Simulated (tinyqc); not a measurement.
Inside a calculation (part 2 of 2). Method: UHF in the sto-3g basis, for CH, spin multiplicity 4. Computed by tinyqc, a small Python program that keeps every step (integrals from PySCF). Command: `OMP_NUM_THREADS=1 python tinyqc.py 22739 22740 out.jsonl` (the two numbers bound the seeds that draw the settings). One thread of a shared host (Intel(R) Xeon(R) Processor @ 2.60GHz), about 0.1 s of CPU time with the checks.

Geometry (angstrom):

| atom | x | y | z |
|---|---|---|---|
| C | 0.000000 | 0.000000 | 0.000000 |
| H | 0.000000 | 0.000000 | 1.238000 |

## Iteration 3: building the Fock matrix

D(alpha) after iteration 2:
```
            1C 1s      1C 2s    1C 2px    1C 2py     1C 2pz      2H 1s
1C 1s    1.059691  -0.239167  0.000000  0.000000   0.058017  -0.025855
1C 2s   -0.239167   0.979570  0.000000  0.000000  -0.267505   0.013309
1C 2px   0.000000   0.000000  1.000000  0.000000   0.000000   0.000000
1C 2py   0.000000   0.000000  0.000000  1.000000   0.000000   0.000000
1C 2pz   0.058017  -0.267505  0.000000  0.000000   0.467276   0.348850
2H 1s   -0.025855   0.013309  0.000000  0.000000   0.348850   0.315602
```

D(beta) after iteration 2:
```
            1C 1s      1C 2s    1C 2px    1C 2py     1C 2pz      2H 1s
1C 1s    1.019365  -0.074646  0.000000  0.000000  -0.044179  -0.098934
1C 2s   -0.074646   0.310159  0.000000  0.000000   0.147602   0.297277
1C 2px   0.000000   0.000000  0.000000  0.000000   0.000000   0.000000
1C 2py   0.000000   0.000000  0.000000  0.000000   0.000000   0.000000
1C 2pz  -0.044179   0.147602  0.000000  0.000000   0.070317   0.141708
2H 1s   -0.098934   0.297277  0.000000  0.000000   0.141708   0.285678
```

core Hamiltonian H = T + V (hartree):
```
             1C 1s      1C 2s     1C 2px     1C 2py     1C 2pz      2H 1s
1C 1s   -18.189065  -4.384280   0.000000   0.000000  -0.013129  -0.788423
1C 2s    -4.384280  -5.138904   0.000000   0.000000  -0.142205  -1.827303
1C 2px    0.000000   0.000000  -4.058934   0.000000   0.000000   0.000000
1C 2py    0.000000   0.000000   0.000000  -4.058934   0.000000   0.000000
1C 2pz   -0.013129  -0.142205   0.000000   0.000000  -4.156922  -1.602276
2H 1s    -0.788423  -1.827303   0.000000   0.000000  -1.602276  -3.000535
```

Two-electron integrals (ij|kl) in chemists' order, unique and non-zero (hartree):
```
(11|11) 3.541948   (21|11) 0.576921   (21|21) 0.111888   (22|11) 0.854682
(22|21) 0.205284   (22|22) 0.624709   (31|31) 0.020296   (32|31) 0.030858
(32|32) 0.137996   (33|11) 0.852436   (33|21) 0.205335   (33|22) 0.624568
(33|33) 0.672833   (41|41) 0.020296   (42|41) 0.030858   (42|42) 0.137996
(43|43) 0.036269   (44|11) 0.852436   (44|21) 0.205335   (44|22) 0.624568
(44|33) 0.600295   (44|44) 0.672833   (51|51) 0.020296   (52|51) 0.030858
(52|52) 0.137996   (53|53) 0.036269   (54|54) 0.036269   (55|11) 0.852436
(55|21) 0.205335   (55|22) 0.624568   (55|33) 0.600295   (55|44) 0.600295
(55|55) 0.672833   (61|11) 0.103031   (61|21) 0.019873   (61|22) 0.036435
(61|33) 0.036312   (61|44) 0.036312   (61|51) 0.001196   (61|52) 0.002243
(61|55) 0.036695   (61|61) 0.003607   (62|11) 0.262593   (62|21) 0.063990
(62|22) 0.216214   (62|33) 0.210890   (62|44) 0.210890   (62|51) 0.006080
(62|52) 0.043070   (62|55) 0.226655   (62|61) 0.011868   (62|62) 0.100648
(63|31) 0.006307   (63|32) 0.033873   (63|53) 0.008271   (63|63) 0.011911
(64|41) 0.006307   (64|42) 0.033873   (64|54) 0.008271   (64|64) 0.011911
(65|11) 0.229872   (65|21) 0.056715   (65|22) 0.203192   (65|33) 0.193027
(65|44) 0.193027   (65|51) 0.010970   (65|52) 0.071174   (65|55) 0.223298
(65|61) 0.010978   (65|62) 0.112232   (65|65) 0.134786   (66|11) 0.421964
(66|21) 0.104556   (66|22) 0.402862   (66|33) 0.381837   (66|44) 0.381837
(66|51) 0.011981   (66|52) 0.115562   (66|55) 0.444383   (66|61) 0.019630
(66|62) 0.242175   (66|65) 0.297552   (66|66) 0.774606
```

nuclear repulsion = 2.56467146 hartree

J_ij = sum D_kl (ij|kl) with D = D(alpha) + D(beta), K_ij = sum D_kl (ik|jl) for each spin; F = H + J - K(s); E = tr D H + tr D J / 2 - 0.5 sum_s tr D(s) K(s) + E_nn.

Coulomb J (hartree):
```
            1C 1s     1C 2s    1C 2px    1C 2py    1C 2pz     2H 1s
1C 1s   10.883913  2.068346  0.000000  0.000000  0.014607  0.369619
1C 2s    2.068346  4.605496  0.000000  0.000000  0.133271  1.633395
1C 2px   0.000000  0.000000  4.585665  0.000000  0.000000  0.000000
1C 2py   0.000000  0.000000  0.000000  4.585665  0.000000  0.000000
1C 2pz   0.014607  0.133271  0.000000  0.000000  4.629127  1.571846
2H 1s    0.369619  1.633395  0.000000  0.000000  1.571846  3.209660
```

exchange K(alpha) (hartree):
```
           1C 1s      1C 2s    1C 2px    1C 2py     1C 2pz     2H 1s
1C 1s   3.634263   0.658093  0.000000  0.000000   0.002354  0.123406
1C 2s   0.658093   1.037054  0.000000  0.000000  -0.049315  0.406974
1C 2px  0.000000   0.000000  0.878079  0.000000   0.000000  0.000000
1C 2py  0.000000   0.000000  0.000000  0.878079   0.000000  0.000000
1C 2pz  0.002354  -0.049315  0.000000  0.000000   0.728521  0.383835
2H 1s   0.123406   0.406974  0.000000  0.000000   0.383835  0.582270
```

exchange K(beta) (hartree):
```
           1C 1s     1C 2s    1C 2px    1C 2py    1C 2pz     2H 1s
1C 1s   3.553337  0.588262  0.000000  0.000000  0.000863  0.104989
1C 2s   0.588262  0.443719  0.000000  0.000000  0.243384  0.358199
1C 2px  0.000000  0.000000  0.086072  0.000000  0.000000  0.000000
1C 2py  0.000000  0.000000  0.000000  0.086072  0.000000  0.000000
1C 2pz  0.000863  0.243384  0.000000  0.000000  0.248133  0.304036
2H 1s   0.104989  0.358199  0.000000  0.000000  0.304036  0.520482
```

F(alpha) (hartree):
```
             1C 1s      1C 2s     1C 2px     1C 2py     1C 2pz      2H 1s
1C 1s   -10.939415  -2.974027   0.000000   0.000000  -0.000876  -0.542210
1C 2s    -2.974027  -1.570462   0.000000   0.000000   0.040380  -0.600882
1C 2px    0.000000   0.000000  -0.351349   0.000000   0.000000   0.000000
1C 2py    0.000000   0.000000   0.000000  -0.351349   0.000000   0.000000
1C 2pz   -0.000876   0.040380   0.000000   0.000000  -0.256316  -0.414266
2H 1s    -0.542210  -0.600882   0.000000   0.000000  -0.414266  -0.373145
```

F(beta) (hartree):
```
             1C 1s      1C 2s    1C 2px    1C 2py     1C 2pz      2H 1s
1C 1s   -10.858488  -2.904196  0.000000  0.000000   0.000614  -0.523793
1C 2s    -2.904196  -0.977127  0.000000  0.000000  -0.252319  -0.552107
1C 2px    0.000000   0.000000  0.440658  0.000000   0.000000   0.000000
1C 2py    0.000000   0.000000  0.000000  0.440658   0.000000   0.000000
1C 2pz    0.000614  -0.252319  0.000000  0.000000   0.224072  -0.334467
2H 1s    -0.523793  -0.552107  0.000000  0.000000  -0.334467  -0.311356
```

total energy of this density = -37.77435252 hartree

## Iteration 3: diagonalisation and new density

X:
```
            1C 1s      1C 2s    1C 2px    1C 2py     1C 2pz      2H 1s
1C 1s    1.025428  -0.138788  0.000000  0.000000  -0.009378   0.024106
1C 2s   -0.138788   1.113209  0.000000  0.000000   0.087556  -0.270303
1C 2px   0.000000   0.000000  1.000000  0.000000   0.000000   0.000000
1C 2py   0.000000   0.000000  0.000000  1.000000   0.000000   0.000000
1C 2pz  -0.009378   0.087556  0.000000  0.000000   1.086165  -0.267035
2H 1s    0.024106  -0.270303  0.000000  0.000000  -0.267035   1.171940
```

Diagonalise F' = X^T F X, C = X C', fill 5 alpha and 2 beta electrons from the bottom; D(s) = C_occ C_occ^T. Each column has its largest component positive (the first on a tie).

F' = X^T F X (alpha) (hartree):
```
            1          2          3          4          5          6
1  -10.709279  -1.539523   0.000000   0.000000  -0.035516  -0.047435
2   -1.539523  -0.918706   0.000000   0.000000   0.200521  -0.379526
3    0.000000   0.000000  -0.351349   0.000000   0.000000   0.000000
4    0.000000   0.000000   0.000000  -0.351349   0.000000   0.000000
5   -0.035516   0.200521   0.000000   0.000000  -0.063724  -0.448329
6   -0.047435  -0.379526   0.000000   0.000000  -0.448329   0.002073
```

orbital energies (alpha) (hartree): MO1 -10.946661, MO2 -0.842539, MO3 -0.455349, MO4 -0.351349, MO5 -0.351349, MO6 0.554913

coefficients C (alpha):
```
              MO1        MO2        MO3       MO4        MO5        MO6
1C 1s    0.992570  -0.263703   0.069025  0.000000   0.000000   0.109246
1C 2s    0.029606   0.923824  -0.350060  0.000000   0.000000  -0.601961
1C 2px   0.000000   0.000000   0.000000  0.976545  -0.215312   0.000000
1C 2py   0.000000   0.000000   0.000000  0.215312   0.976545   0.000000
1C 2pz   0.002375  -0.039699   0.675008  0.000000   0.000000  -0.895321
2H 1s   -0.006265   0.214757   0.531016  0.000000   0.000000   1.090990
```

F' = X^T F X (beta) (hartree):
```
            1          2         3         4          5          6
1  -10.632796  -1.557358  0.000000  0.000000   0.002741  -0.039312
2   -1.557358  -0.284089  0.000000  0.000000  -0.089573  -0.412621
3    0.000000   0.000000  0.440658  0.000000   0.000000   0.000000
4    0.000000   0.000000  0.000000  0.440658   0.000000   0.000000
5    0.002741  -0.089573  0.000000  0.000000   0.407682  -0.412443
6   -0.039312  -0.412621  0.000000  0.000000  -0.412443   0.041599
```

orbital energies (beta) (hartree): MO1 -10.862998, MO2 -0.542421, MO3 0.227126, MO4 0.440658, MO5 0.440658, MO6 0.710689

coefficients C (beta):
```
              MO1        MO2        MO3        MO4       MO5        MO6
1C 1s    0.994342  -0.175001  -0.212370   0.000000  0.000000  -0.083608
1C 2s    0.022870   0.554716   0.889076   0.000000  0.000000   0.490446
1C 2px   0.000000   0.000000   0.000000   0.926948  0.375189   0.000000
1C 2py   0.000000   0.000000   0.000000  -0.375189  0.926948   0.000000
1C 2pz   0.002428   0.260406  -0.419137   0.000000  0.000000   1.007633
2H 1s   -0.005242   0.538594  -0.521161   0.000000  0.000000  -0.978099
```

D(alpha) after iteration 3:
```
            1C 1s      1C 2s    1C 2px    1C 2py     1C 2pz      2H 1s
1C 1s    1.059499  -0.238392  0.000000  0.000000   0.059419  -0.026197
1C 2s   -0.238392   0.976869  0.000000  0.000000  -0.272897   0.012325
1C 2px   0.000000   0.000000  1.000000  0.000000   0.000000   0.000000
1C 2py   0.000000   0.000000  0.000000  1.000000   0.000000   0.000000
1C 2pz   0.059419  -0.272897  0.000000  0.000000   0.457217   0.349900
2H 1s   -0.026197   0.012325  0.000000  0.000000   0.349900   0.328138
```

D(beta) after iteration 3:
```
            1C 1s      1C 2s    1C 2px    1C 2py     1C 2pz      2H 1s
1C 1s    1.019342  -0.074336  0.000000  0.000000  -0.043157  -0.099467
1C 2s   -0.074336   0.308233  0.000000  0.000000   0.144507   0.298647
1C 2px   0.000000   0.000000  0.000000  0.000000   0.000000   0.000000
1C 2py   0.000000   0.000000  0.000000  0.000000   0.000000   0.000000
1C 2pz  -0.043157   0.144507  0.000000  0.000000   0.067817   0.140240
2H 1s   -0.099467   0.298647  0.000000  0.000000   0.140240   0.290111
```

Within a degenerate level the vectors are fixed only up to a rotation; this is one choice.

## Iteration 28 (converged): orbitals

converged F(alpha) (hartree):
```
             1C 1s      1C 2s     1C 2px     1C 2py     1C 2pz      2H 1s
1C 1s   -10.946241  -2.975253   0.000000   0.000000  -0.001201  -0.542377
1C 2s    -2.975253  -1.570896   0.000000   0.000000   0.043889  -0.601906
1C 2px    0.000000   0.000000  -0.354051   0.000000   0.000000   0.000000
1C 2py    0.000000   0.000000   0.000000  -0.354051   0.000000   0.000000
1C 2pz   -0.001201   0.043889   0.000000   0.000000  -0.249749  -0.415043
2H 1s    -0.542377  -0.601906   0.000000   0.000000  -0.415043  -0.384241
```

converged F(beta) (hartree):
```
             1C 1s      1C 2s    1C 2px    1C 2py     1C 2pz      2H 1s
1C 1s   -10.866742  -2.905646  0.000000  0.000000   0.000173  -0.524027
1C 2s    -2.905646  -0.986736  0.000000  0.000000  -0.251596  -0.553299
1C 2px    0.000000   0.000000  0.435514  0.000000   0.000000   0.000000
1C 2py    0.000000   0.000000  0.000000  0.435514   0.000000   0.000000
1C 2pz    0.000173  -0.251596  0.000000  0.000000   0.222278  -0.330706
2H 1s    -0.524027  -0.553299  0.000000  0.000000  -0.330706  -0.302079
```

As before.

F' = X^T F X (alpha) (hartree):
```
            1          2          3          4          5          6
1  -10.716108  -1.539973   0.000000   0.000000  -0.036463  -0.047358
2   -1.539973  -0.918424   0.000000   0.000000   0.205208  -0.378747
3    0.000000   0.000000  -0.354051   0.000000   0.000000   0.000000
4    0.000000   0.000000   0.000000  -0.354051   0.000000   0.000000
5   -0.036463   0.205208   0.000000   0.000000  -0.055598  -0.449097
6   -0.047358  -0.378747   0.000000   0.000000  -0.449097  -0.011083
```

orbital energies (alpha) (hartree): MO1 -10.953458, MO2 -0.843951, MO3 -0.457494, MO4 -0.354051, MO5 -0.354051, MO6 0.553690

coefficients C (alpha):
```
              MO1        MO2        MO3       MO4        MO5        MO6
1C 1s    0.992588  -0.263252   0.069859  0.000000   0.000000   0.109638
1C 2s    0.029540   0.921666  -0.355287  0.000000   0.000000  -0.602211
1C 2px   0.000000   0.000000   0.000000  0.859809  -0.510616   0.000000
1C 2py   0.000000   0.000000   0.000000  0.510616   0.859809   0.000000
1C 2pz   0.002396  -0.044086   0.665828  0.000000   0.000000  -0.901965
2H 1s   -0.006269   0.218757   0.542290  0.000000   0.000000   1.084631
```

F' = X^T F X (beta) (hartree):
```
            1          2         3         4          5          6
1  -10.641237  -1.556491  0.000000  0.000000   0.002289  -0.039209
2   -1.556491  -0.294371  0.000000  0.000000  -0.089861  -0.413886
3    0.000000   0.000000  0.435514  0.000000   0.000000   0.000000
4    0.000000   0.000000  0.000000  0.435514   0.000000   0.000000
5    0.002289  -0.089861  0.000000  0.000000   0.404175  -0.409994
6   -0.039209  -0.413886  0.000000  0.000000  -0.409994   0.052023
```

orbital energies (beta) (hartree): MO1 -10.871229, MO2 -0.542269, MO3 0.224068, MO4 0.435514, MO5 0.435514, MO6 0.710020

coefficients C (beta):
```
              MO1        MO2        MO3        MO4       MO5        MO6
1C 1s    0.994357  -0.177750  -0.209831   0.000000  0.000000  -0.084050
1C 2s    0.022818   0.567003   0.879843   0.000000  0.000000   0.493042
1C 2px   0.000000   0.000000   0.000000   0.930498  0.366297   0.000000
1C 2py   0.000000   0.000000   0.000000  -0.366297  0.930498   0.000000
1C 2pz   0.002469   0.260412  -0.428046   0.000000  0.000000   1.003879
2H 1s   -0.005249   0.528073  -0.521331   0.000000  0.000000  -0.983729
```

D(alpha) after iteration 28:
```
            1C 1s      1C 2s    1C 2px    1C 2py     1C 2pz      2H 1s
1C 1s    1.059413  -0.238129  0.000000  0.000000   0.060498  -0.025927
1C 2s   -0.238129   0.976569  0.000000  0.000000  -0.277122   0.008767
1C 2px   0.000000   0.000000  1.000000  0.000000   0.000000   0.000000
1C 2py   0.000000   0.000000  0.000000  1.000000   0.000000   0.000000
1C 2pz   0.060498  -0.277122  0.000000  0.000000   0.445276   0.351413
2H 1s   -0.025927   0.008767  0.000000  0.000000   0.351413   0.341973
```

D(beta) after iteration 28:
```
            1C 1s      1C 2s    1C 2px    1C 2py     1C 2pz      2H 1s
1C 1s    1.020340  -0.078095  0.000000  0.000000  -0.043833  -0.099085
1C 2s   -0.078095   0.322013  0.000000  0.000000   0.147711   0.299299
1C 2px   0.000000   0.000000  0.000000  0.000000   0.000000   0.000000
1C 2py   0.000000   0.000000  0.000000  0.000000   0.000000   0.000000
1C 2pz  -0.043833   0.147711  0.000000  0.000000   0.067821   0.137504
2H 1s   -0.099085   0.299299  0.000000  0.000000   0.137504   0.278889
```

Within a degenerate level the vectors are fixed only up to a rotation; this is one choice.

## Convergence

Stop when the energy changes by less than 1e-10 hartree and every element of the error matrix X^T (F D S - S D F) X (for each spin) is below 3e-06.

Course of the cycle:

| iteration | E (hartree) | change | largest element of the error matrix |
|---|---|---|---|
| 1 | -37.18654877 | - | 2.97e-01 |
| 2 | -37.76278070 | -5.76e-01 | 6.91e-02 |
| 3 | -37.77435252 | -1.16e-02 | 9.85e-03 |
| 4 | -37.77453246 | -1.80e-04 | 3.10e-03 |
| 5 | -37.77456213 | -2.97e-05 | 1.94e-03 |
| 6 | -37.77457777 | -1.56e-05 | 1.45e-03 |
| 7 | -37.77458651 | -8.74e-06 | 1.09e-03 |
| 8 | -37.77459141 | -4.90e-06 | 8.17e-04 |
| 9 | -37.77459416 | -2.75e-06 | 6.12e-04 |
| 10 | -37.77459571 | -1.55e-06 | 4.58e-04 |
| 11 | -37.77459658 | -8.68e-07 | 3.43e-04 |
| 12 | -37.77459706 | -4.87e-07 | 2.57e-04 |
| 13 | -37.77459734 | -2.74e-07 | 1.93e-04 |
| 14 | -37.77459749 | -1.54e-07 | 1.45e-04 |
| 15 | -37.77459758 | -8.62e-08 | 1.08e-04 |
| 16 | -37.77459763 | -4.84e-08 | 8.12e-05 |
| 17 | -37.77459765 | -2.72e-08 | 6.08e-05 |
| 18 | -37.77459767 | -1.53e-08 | 4.56e-05 |
| 19 | -37.77459768 | -8.57e-09 | 3.41e-05 |
| 20 | -37.77459768 | -4.81e-09 | 2.56e-05 |
| 21 | -37.77459769 | -2.70e-09 | 1.92e-05 |
| 22 | -37.77459769 | -1.52e-09 | 1.44e-05 |
| 23 | -37.77459769 | -8.51e-10 | 1.08e-05 |
| 24 | -37.77459769 | -4.78e-10 | 8.06e-06 |
| 25 | -37.77459769 | -2.68e-10 | 6.04e-06 |
| 26 | -37.77459769 | -1.51e-10 | 4.53e-06 |
| 27 | -37.77459769 | -8.45e-11 | 3.39e-06 |
| 28 | -37.77459769 | -4.75e-11 | 2.54e-06 |

PySCF UHF in the same basis, after a stability check = -37.77459769 hartree

Converged in 28 iterations.

## Populations, bond orders and dipole

overlap S:
```
           1C 1s     1C 2s    1C 2px    1C 2py    1C 2pz     2H 1s
1C 1s   1.000000  0.248362  0.000000  0.000000  0.000000  0.044164
1C 2s   0.248362  1.000000  0.000000  0.000000  0.000000  0.409191
1C 2px  0.000000  0.000000  1.000000  0.000000  0.000000  0.000000
1C 2py  0.000000  0.000000  0.000000  1.000000  0.000000  0.000000
1C 2pz  0.000000  0.000000  0.000000  0.000000  1.000000  0.412861
2H 1s   0.044164  0.409191  0.000000  0.000000  0.412861  1.000000
```

Mulliken: Z minus the diagonal of D S on the atom; Loewdin: the same with S^(1/2) D S^(1/2); Mayer order: 2 sum_s sum (D(s) S)_ij (D(s) S)_ji over the two atoms.

Charges (e):

| atom | Mulliken | Loewdin | Mulliken spin |
|---|---|---|---|
| 1C | -0.056747 | -0.039851 | 2.964254 |
| 2H | 0.056747 | 0.039851 | 0.035746 |

Mayer bond orders:

| pair | order |
|---|---|
| 2-1 | 0.995502 |

dipole moment about the origin, x y z (debye): 0.000000  0.000000  0.083470

<S^2> of the determinant (pure state: 3.75) = 3.752971
